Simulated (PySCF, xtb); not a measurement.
Bonds broken one at a time in the series Ga NH2-SiH3. Gas-phase values, no solvent. One relaxed conformer stands for each flexible species; it need not be the lowest. Strings in code marks are SMILES.

Quantity: homolytic bond dissociation enthalpy at 298 K (no spin–orbit term), in eV. Thermal and zero-point terms are GFN2-xTB rigid-rotor harmonic values (xtb).

Level 1: B3LYP/3-21G // r2SCAN-D4/def2-TZVP (PySCF)
Level 2: B3LYP/6-311+G** (LANL2DZ on Ga) // r2SCAN-D4/def2-TZVP (PySCF)
Level 3: BP86/6-31G* // r2SCAN-D4/def2-TZVP (PySCF)
Level 4: PBE/6-31G* // r2SCAN-D4/def2-TZVP (PySCF)

```json
[
 {"species": "N–Ga bond of `[NH2][Ga]([NH2])[SiH3]`, giving `[NH2]` and `[NH2][Ga][SiH3]`", "level 1": "4.70", "level 2": "3.73", "level 3": "3.55", "level 4": "3.62"},
 {"species": "Ga–Si bond of `[NH2][Ga]([NH2])[SiH3]`, giving `[NH2][Ga][NH2]` and `[SiH3]`", "level 1": "3.42", "level 2": "2.89", "level 3": "2.84", "level 4": "2.90"},
 {"species": "N–Ga bond of `[NH2][Ga]([NH2])[NH2]`, giving `[NH2]` and `[NH2][Ga][NH2]`", "level 1": "4.57", "level 2": "3.80", "level 3": "3.48", "level 4": "3.55"}
]
```
